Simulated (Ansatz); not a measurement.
This Ansatz (a first-principles code) input (CCSD(T)/def2-TZVP) gives -114.33203 Eh with 74 basis functions.

Ansatz 0.2 input:
```yaml
crystal:
  periodic: [false, false, false]
  atoms:
    - {symbol: O, position_ang: [-0.00091616, -0.01015443, 0.67280603]}
    - {symbol: C, position_ang: [0.00071614, 0.00793741, -0.52591197]}
    - {symbol: H, position_ang: [-0.00265489, 0.95544190, -1.09932737]}
    - {symbol: H, position_ang: [0.00568738, -0.92183092, -1.12764904]}
basis:
  gaussian:
    orbitals: def2-TZVP
magnetization: {spin_polarized: false}
correlation: {method: ccsd_t, electrons: outside_noble_gas}
```

Change:
```diff
- orbitals: def2-TZVP
+ orbitals: STO-3G
```

### Question
What does the run give now?

### Answer
-112.49537 Eh (CCSD(T)/STO-3G, 12 functions), a change of +1836.66 mEh.
